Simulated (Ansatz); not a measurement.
# AlSiH (triplet): one geometry, many settings at angle Al2–Si1–H3 = 72.1°

Aim: run AlSiH (triplet) at one geometry under a spread of methods and options, and see what each costs and gives.

Program: Ansatz 0.2.0, Gaussian basis. Level of theory: the settings change from run to run. These are calculated values, not measurements.

11 further runs of the same task are left out: 1 for a mislabelled method, 10 that didn't finish.

### Step 1. The geometry

The geometry derives from a PBE0/def2-TZVP stationary point (not a proven minimum). One angle is set to the value named; bond lengths are kept.

3 atoms, charge 0, spin multiplicity 3.

Atoms are counted from 1 here; the program's logs count them from 0.

Bond lengths: Si1–Al2 2.390 Å, Si1–H3 1.598 Å. Angles: Al2–Si1–H3 72.1°.

### Step 2. CASSCF(6,4)/6-31G

The input, in.yaml:

```yaml
crystal:
  periodic: [false, false, false]
  atoms:
    - {symbol: Si, position_ang: [0.000000, 0.110543, 1.154064]}
    - {symbol: Al, position_ang: [0.000000, -0.173434, -1.219422]}
    - {symbol: H, position_ang: [0.000000, 1.562450, 0.485562]}
basis:
  gaussian: {orbitals: 6-31G}
magnetization: {spin_polarized: false, initial_magnetization: 2}
correlation: {active_space: {window: {electrons: 6, orbitals: 4}}}
```

Command:

```bash
> ansatz run in.yaml --threads 1 --pin off --events-out ev --progress --plain --max-ram 2393MiB
```

Standard output:

```text
Functional definition: HF
  name "HF"
  cite "Fock, Z. Phys. 61, 126 (1930) doi:10.1007/BF01340294"
  parent pbe
  exchange = exact_x
  correlation = 0
310 factors; integrals over basis functions are off by at most 2.1e-4 eV
mean field evaluation 1: about -14456.5572 eV, gradient 5.7e0 eV
mean field evaluation 2: about -14456.5596 eV, gradient 5.7e0 eV
mean field evaluation 4: about -14456.9318 eV, gradient 1.0e0 eV
mean field evaluation 8: about -14456.9674 eV, gradient 9.4e-2 eV
mean field evaluation 16: about -14455.3740 eV, gradient 6.4e0 eV
mean field -14456.96777230 eV, -531.2837663475 hartree, gradient 3.0e-6 eV, S^2 2.000000; 2 other end points of the search recorded, 0 dependent functions left out
reference -14456.96777230 eV, -531.2837663475 hartree; 15, 13 occupied and 13, 15 virtual orbitals, 310 factors
state -14456.96832779 eV, -531.2837867613 hartree
Total energy: -14456.96832779 eV, -531.2837867613 hartree
```

Run time: 0.51 s. Hardware: 1 thread of Arm Neoverse V1, shared host.

From the report: 16 determinants; active occupations 2.00, 2.00, 1.00, 1.00.

### Step 3. CASSCF(4,8)/6-31G

in.yaml, as its differences from that of step 2:

```diff
@@ -9,2 +9,2 @@
 magnetization: {spin_polarized: false, initial_magnetization: 2}
-correlation: {active_space: {window: {electrons: 6, orbitals: 4}}}
+correlation: {active_space: {window: {electrons: 4, orbitals: 8}}}
```

The command is unchanged.

Standard output:

```text
Functional definition: HF
  name "HF"
  cite "Fock, Z. Phys. 61, 126 (1930) doi:10.1007/BF01340294"
  parent pbe
  exchange = exact_x
  correlation = 0
310 factors; integrals over basis functions are off by at most 2.1e-4 eV
mean field evaluation 1: about -14456.5572 eV, gradient 5.7e0 eV
mean field evaluation 2: about -14456.5596 eV, gradient 5.7e0 eV
mean field evaluation 4: about -14456.9318 eV, gradient 1.0e0 eV
mean field evaluation 8: about -14456.9674 eV, gradient 9.4e-2 eV
mean field evaluation 16: about -14455.3740 eV, gradient 6.4e0 eV
mean field -14456.96777230 eV, -531.2837663475 hartree, gradient 3.0e-6 eV, S^2 2.000000; 2 other end points of the search recorded, 0 dependent functions left out
reference -14456.96777230 eV, -531.2837663475 hartree; 15, 13 occupied and 13, 15 virtual orbitals, 310 factors
state -14458.03748651 eV, -531.3230776193 hartree
Total energy: -14458.03748651 eV, -531.3230776193 hartree
```

Wall time 3.2 s (1 thread of Arm Neoverse V1, shared host).

From the report: 784 determinants; active occupations 1.90, 1.01, 0.98, 0.05, 0.03, 0.02, 0.00, 0.00.

### Step 4. HF/6-31G

in.yaml, as its differences from that of step 3:

```diff
@@ -9,2 +9,3 @@
 magnetization: {spin_polarized: false, initial_magnetization: 2}
-correlation: {active_space: {window: {electrons: 4, orbitals: 8}}}
+hamiltonian: {xc: hf}
+output: {orbitals: {seedname: orbitals}}
```

Same command.

Standard output:

```text
Functional definition: HF
  name "HF"
  cite "Fock, Z. Phys. 61, 126 (1930) doi:10.1007/BF01340294"
  parent pbe
  exchange = exact_x
  correlation = 0
310 factors; integrals over basis functions are off by at most 2.1e-4 eV
mean field evaluation 1: about -14456.5572 eV, gradient 5.7e0 eV
mean field evaluation 2: about -14456.5596 eV, gradient 5.7e0 eV
mean field evaluation 4: about -14456.9318 eV, gradient 1.0e0 eV
mean field evaluation 8: about -14456.9674 eV, gradient 9.4e-2 eV
mean field evaluation 16: about -14455.8873 eV, gradient 6.1e0 eV
mean field evaluation 32: about -14455.3833 eV, gradient 6.3e0 eV
mean field -14456.96777230 eV, -531.2837663475 hartree, gradient 1.8e-5 eV, S^2 2.000000; 0 other end points of the search recorded, 0 dependent functions left out
reference -14456.96777230 eV, -531.2837663475 hartree; 15, 13 occupied and 13, 15 virtual orbitals, 310 factors
Total energy: -14456.96777230 eV, -531.2837663475 hartree
```

Run time: 0.24 s. Hardware: 1 thread of Arm Neoverse V1, shared host.

### Step 5. CCSDT(Q)/B on ROHF/6-31G

in.yaml, as its differences from that of step 4:

```diff
@@ -9,3 +9,3 @@
 magnetization: {spin_polarized: false, initial_magnetization: 2}
-hamiltonian: {xc: hf}
-output: {orbitals: {seedname: orbitals}}
+correlation: {method: ccsdt_q_b, electrons: outside_noble_gas, diis_vectors: 2}
+scf: {omitted_lower_state_checks: [cluster_reference]}
```

The command is unchanged.

Standard output (excerpt; [...] marks lines left out):

```text
Functional definition: HF
  name "HF"
  cite "Fock, Z. Phys. 61, 126 (1930) doi:10.1007/BF01340294"
  parent pbe
[...]
564 factors; integrals over basis functions are off by at most 1.2e-7 eV
[...]
mean field -14456.96784221 eV, -531.2837689164 hartree, gradient 1.7e-6 eV, S^2 2.000000; 2 other end points of the search recorded, 0 dependent functions left out
10 core orbitals not correlated: weight in the atoms' cores, before any rotation towards them, 1.000 or more for the frozen orbitals, at most 0.000 for the correlated occupied ones
reference -14456.96784221 eV, -531.2837689164 hartree; 5, 3 occupied and 13, 15 virtual orbitals, 564 factors
second order -1.82044699 eV of doubles, -0.07647033 eV of singles
cycle   1  -2.32572477 eV  change   -4.3e-1 eV  update   9.2e-2
[...]
cycle  26  -2.71893643 eV  change   -2.5e-7 eV  update   7.8e-7
perturbative correction -0.00590424 eV, -0.0002169769 hartree
Total energy: -14459.69268288 eV, -531.3839049642 hartree
Checks for a lower state left out: cluster_reference
```

Wall time 2.4 s (1 thread of Arm Neoverse V1, shared host).

From the report: correlation -2.7248 eV; T1 0.045; largest double amplitude 0.11.

### Step 6. CCSD(T) on UHF/6-31G

The input, in.yaml:

```yaml
crystal:
  periodic: [false, false, false]
  atoms:
    - {symbol: Si, position_ang: [0.000000, 0.110543, 1.154064]}
    - {symbol: Al, position_ang: [0.000000, -0.173434, -1.219422]}
    - {symbol: H, position_ang: [0.000000, 1.562450, 0.485562]}
basis:
  gaussian: {orbitals: 6-31G, fitting: {mean_field: def2-universal-jkfit}}
magnetization: {spin_polarized: true, initial_magnetization: 2}
correlation: {method: ccsd_t, electrons: valence}
accuracy: high
scf: {lower_state_search: off}
output: {forces: true}
```

The command is unchanged.

Standard output (excerpt; [...] marks lines left out):

```text
Functional definition: HF
  name "HF"
  cite "Fock, Z. Phys. 61, 126 (1930) doi:10.1007/BF01340294"
  parent pbe
[...]
274 factors; integrals over basis functions are off by at most 9.8e-2 eV
[...]
mean field -14457.12512443 eV, -531.2895489316 hartree, gradient 1.7e-8 eV, S^2 2.036522; 0 other end points of the search recorded, 0 dependent functions left out
10 core orbitals not correlated: weight in the atoms' cores, before any rotation towards them, 1.000 or more for the frozen orbitals, at most 0.000 for the correlated occupied ones
reference -14457.12512443 eV, -531.2895489316 hartree; 5, 3 occupied and 13, 15 virtual orbitals, 274 factors
second order -1.72007822 eV of doubles, -0.00000000 eV of singles
cycle   1  -2.15464372 eV  change   -4.3e-1 eV  update   8.7e-2
[...]
cycle  27  -2.46769946 eV  change  -2.8e-10 eV  update  4.0e-10
perturbative correction -0.07083865 eV, -0.0026032723 hartree
[...]
Total energy: -14459.66366254 eV, -531.3828384864 hartree
Atom 0 at     0.000000     0.110543     1.154064 Å, force     0.000000    -0.057634     1.137900 eV/Å
Atom 1 at     0.000000    -0.173434    -1.219422 Å, force    -0.000000    -0.149141    -1.076039 eV/Å
Atom 2 at     0.000000     1.562450     0.485562 Å, force    -0.000000     0.206775    -0.061860 eV/Å
Dipole moment:    -0.000000    -0.105518    -0.369946 e Å
Checks for a lower state left out: starts, cluster_reference, orbital_swaps, neighbouring_geometries, increment
```

It took 0.66 s on 1 thread of Arm Neoverse V1, shared host.

From the report: ⟨S²⟩ of the determinant 2.037 (pure triplet: 2.00); correlation -2.5385 eV; T1 0.037; largest double amplitude 0.10.

### Step 7. BCCD on UHF/6-31G

The input, in.yaml:

```yaml
crystal:
  periodic: [false, false, false]
  atoms:
    - {symbol: Si, position_ang: [0.000000, 0.110543, 1.154064]}
    - {symbol: Al, position_ang: [0.000000, -0.173434, -1.219422]}
    - {symbol: H, position_ang: [0.000000, 1.562450, 0.485562]}
basis:
  gaussian: {orbitals: 6-31G}
magnetization: {spin_polarized: true, initial_magnetization: 2}
correlation: {method: bccd, electrons: valence}
```

Launched as before.

Standard output (excerpt; [...] marks lines left out):

```text
Functional definition: HF
  name "HF"
  cite "Fock, Z. Phys. 61, 126 (1930) doi:10.1007/BF01340294"
  parent pbe
[...]
310 factors; integrals over basis functions are off by at most 2.1e-4 eV
[...]
mean field -14457.12500738 eV, -531.2895446300 hartree, gradient 1.6e-6 eV, S^2 2.036521; 4 other end points of the search recorded, 0 dependent functions left out
determinant -14457.12500738 eV, -531.2895446300 hartree, with singles and doubles -14459.59326785 eV, -531.3802515291 hartree
determinant -14454.92897483 eV, -531.2088419221 hartree, with singles and doubles -14457.09318444 eV, -531.2883751585 hartree
determinant -14454.82152656 eV, -531.2048932710 hartree, with singles and doubles -14457.21113939 eV, -531.2927099230 hartree
10 core orbitals not correlated: weight in the atoms' cores, before any rotation towards them, 1.000 or more for the frozen orbitals, at most 0.000 for the correlated occupied ones
reference -14457.12500738 eV, -531.2895446300 hartree; 5, 3 occupied and 13, 15 virtual orbitals, 310 factors
second order -1.72106493 eV of doubles, -0.00000000 eV of singles
cycle   1  -2.46094964 eV  change    7.3e-3 eV  update   1.3e-2
[...]
cycle  10  -2.45372613 eV  change   -1.4e-6 eV  update   5.9e-6
Total energy: -14459.57873351 eV, -531.3797174019 hartree
```

Wall time 0.75 s (1 thread of Arm Neoverse V1, shared host).

From the report: ⟨S²⟩ of the determinant 2.037 (pure triplet: 2.00); correlation -2.4537 eV; largest double amplitude 0.10.

### Step 8. MRCISD+Q(relaxed)(6,5)/6-31G

in.yaml, as its differences from that of step 7:

```diff
@@ -8,3 +8,3 @@
   gaussian: {orbitals: 6-31G}
-magnetization: {spin_polarized: true, initial_magnetization: 2}
-correlation: {method: bccd, electrons: valence}
+magnetization: {spin_polarized: false, initial_magnetization: 2}
+correlation: {method: fic_mrcisd_q_relaxed, electrons: all, active_space: {window: {electrons: 6, orbitals: 5}}}
```

The command is unchanged.

Standard output (excerpt; [...] marks lines left out):

```text
Functional definition: HF
  name "HF"
  cite "Fock, Z. Phys. 61, 126 (1930) doi:10.1007/BF01340294"
  parent pbe
[...]
310 factors; integrals over basis functions are off by at most 2.1e-4 eV
[...]
mean field -14456.96777230 eV, -531.2837663475 hartree, gradient 3.0e-6 eV, S^2 2.000000; 2 other end points of the search recorded, 0 dependent functions left out
reference -14456.96777230 eV, -531.2837663475 hartree; 15, 13 occupied and 13, 15 virtual orbitals, 310 factors
state -14457.49886232 eV, -531.3032835455 hartree
contracted CI cycle   1: correlation -0.00000000 eV, -0.0000000000 hartree, residual 9.73e0 eV
contracted CI cycle   2: correlation -1.95255717 eV, -0.0717551525 hartree, residual 2.75e0 eV
contracted CI cycle   3: correlation -2.13733358 eV, -0.0785455604 hartree, residual 9.06e-1 eV
[...]
contracted CI cycle   3: correlation -2.16175598 eV, -0.0794430669 hartree, residual 8.83e-1 eV
contracted CI cycle   4: correlation -2.18720827 eV, -0.0803784214 hartree, residual 4.01e-1 eV
contracted CI cycle   5: correlation -2.19076073 eV, -0.0805089717 hartree, residual 1.30e-1 eV
contracted CI cycle   6: correlation -2.19125286 eV, -0.0805270574 hartree, residual 5.23e-2 eV
contracted CI cycle   7: correlation -2.19134374 eV, -0.0805303972 hartree, residual 2.37e-2 eV
contracted CI cycle   8: correlation -2.19136157 eV, -0.0805310522 hartree, residual 9.50e-3 eV
contracted CI cycle   9: correlation -2.19136445 eV, -0.0805311582 hartree, residual 3.68e-3 eV
contracted CI cycle  10: correlation -2.19136489 eV, -0.0805311743 hartree, residual 1.51e-3 eV
state -14457.49876962 eV, -531.3032801388 hartree; corrected -14459.87802314 eV, -531.3907160929 hartree
state -14457.49886232 eV, -531.3032835455 hartree; corrected -14459.90847171 eV, -531.3918350573 hartree
Total energy: -14459.90847171 eV, -531.3918350573 hartree
```

Run time: 2.3 s. Hardware: 1 thread of Arm Neoverse V1, shared host.

From the report: 48 determinants; active occupations 2.00, 1.96, 1.00, 1.00, 0.04.

### Step 9. BCCD on ROHF/6-31G

in.yaml, as its differences from that of step 8:

```diff
@@ -9,2 +9,2 @@
 magnetization: {spin_polarized: false, initial_magnetization: 2}
-correlation: {method: fic_mrcisd_q_relaxed, electrons: all, active_space: {window: {electrons: 6, orbitals: 5}}}
+correlation: {method: bccd, electrons: outside_noble_gas}
```

Launched as before.

Standard output (excerpt; [...] marks lines left out):

```text
Functional definition: HF
  name "HF"
  cite "Fock, Z. Phys. 61, 126 (1930) doi:10.1007/BF01340294"
  parent pbe
[...]
310 factors; integrals over basis functions are off by at most 2.1e-4 eV
[...]
mean field -14456.96777230 eV, -531.2837663475 hartree, gradient 3.0e-6 eV, S^2 2.000000; 7 other end points of the search recorded, 0 dependent functions left out
determinant -14456.96777230 eV, -531.2837663475 hartree, with singles and doubles -14459.58843179 eV, -531.3800738073 hartree
determinant -14454.86927854 eV, -531.2066481241 hartree, with singles and doubles -14457.08774668 eV, -531.2881753246 hartree
determinant -14454.68406806 eV, -531.1998417643 hartree, with singles and doubles -14457.22713269 eV, -531.2932976658 hartree
determinant -14454.64317876 eV, -531.1983391105 hartree, with singles and doubles -14457.27336480 eV, -531.2949966644 hartree
determinant -14454.29039116 eV, -531.1853744051 hartree, with singles and doubles -14457.23889364 eV, -531.2937298729 hartree
determinant -14453.86997437 eV, -531.1699243730 hartree, with singles and doubles -14456.86534499 eV, -531.2800022131 hartree
10 core orbitals not correlated: weight in the atoms' cores, before any rotation towards them, 1.000 or more for the frozen orbitals, at most 0.000 for the correlated occupied ones
reference -14456.96777230 eV, -531.2837663475 hartree; 5, 3 occupied and 13, 15 virtual orbitals, 310 factors
second order -1.82041448 eV of doubles, -0.07647001 eV of singles
cycle   1  -2.62169012 eV  change   -1.0e-3 eV  update   1.4e-2
[...]
cycle  10  -2.61088621 eV  change   -2.2e-6 eV  update   9.1e-6
Total energy: -14459.57865852 eV, -531.3797146460 hartree
```

Run time: 0.87 s. Hardware: 1 thread of Arm Neoverse V1, shared host.

From the report: correlation -2.6109 eV; largest double amplitude 0.10.

### Step 10. CASCI(4,3)/6-31G

in.yaml, as its differences from that of step 9:

```diff
@@ -9,2 +9,2 @@
 magnetization: {spin_polarized: false, initial_magnetization: 2}
-correlation: {method: bccd, electrons: outside_noble_gas}
+correlation: {active_space: {window: {electrons: 4, orbitals: 3}, fixed_orbitals: true}}
```

Same command.

Standard output:

```text
Functional definition: HF
  name "HF"
  cite "Fock, Z. Phys. 61, 126 (1930) doi:10.1007/BF01340294"
  parent pbe
  exchange = exact_x
  correlation = 0
310 factors; integrals over basis functions are off by at most 2.1e-4 eV
mean field evaluation 1: about -14456.5572 eV, gradient 5.7e0 eV
mean field evaluation 2: about -14456.5596 eV, gradient 5.7e0 eV
mean field evaluation 4: about -14456.9318 eV, gradient 1.0e0 eV
mean field evaluation 8: about -14456.9674 eV, gradient 9.4e-2 eV
mean field evaluation 16: about -14455.3740 eV, gradient 6.4e0 eV
mean field -14456.96777230 eV, -531.2837663475 hartree, gradient 3.0e-6 eV, S^2 2.000000; 2 other end points of the search recorded, 0 dependent functions left out
reference -14456.96777230 eV, -531.2837663475 hartree; 15, 13 occupied and 13, 15 virtual orbitals, 310 factors
state -14456.96777230 eV, -531.2837663475 hartree
Total energy: -14456.96777230 eV, -531.2837663475 hartree
```

Run time: 0.21 s. Hardware: 1 thread of Arm Neoverse V1, shared host.

From the report: 4 determinants; active occupations 2.00, 1.00, 1.00. With so small a space the active step adds no correlation: the energy is the mean field's.

### Step 11. The runs in one table

Where basis and cores are those of an earlier FCI/6-31G run (-14459.6941 eV), and the state is the same kind, the miss against it is given.

```tsv
level	correlated	functions	energy (eV)	from FCI (meV)	time
CASSCF(6,4)/6-31G		28	-14456.9683	2725.8	0.51 s
CASSCF(4,8)/6-31G		28	-14458.0375	1656.7	3.2 s
HF/6-31G		28	-14456.9678	2726.4	0.24 s
CCSDT(Q)/B on ROHF/6-31G	outside noble gas	28	-14459.6927	1.5	2.4 s
CCSD(T) on UHF/6-31G	valence	28	-14459.6637	30.5	0.66 s
BCCD on UHF/6-31G	valence	28	-14459.5787	115.4	0.75 s
MRCISD+Q(relaxed)(6,5)/6-31G	all	28	-14459.9085		2.3 s
BCCD on ROHF/6-31G	outside noble gas	28	-14459.5787	115.5	0.87 s
CASCI(4,3)/6-31G		28	-14456.9678	2726.4	0.21 s
```

### Step 12. Results

```
quantity                     value
    runs                         9
quickest  CASCI(4,3)/6-31G, 0.21 s
 slowest  CASSCF(4,8)/6-31G, 3.2 s
```

In words: Total energies in different bases, with other cores or another treatment of relativity can't be set against each other. CASSCF(4,8)/6-31G took 15 times as long as CASCI(4,3)/6-31G; the jobs differ in more than the method. Among the correlated runs with a miss given, it spans +1 to +115 meV. Hartree-Fock, CASSCF and CASCI lack dynamic correlation by design.
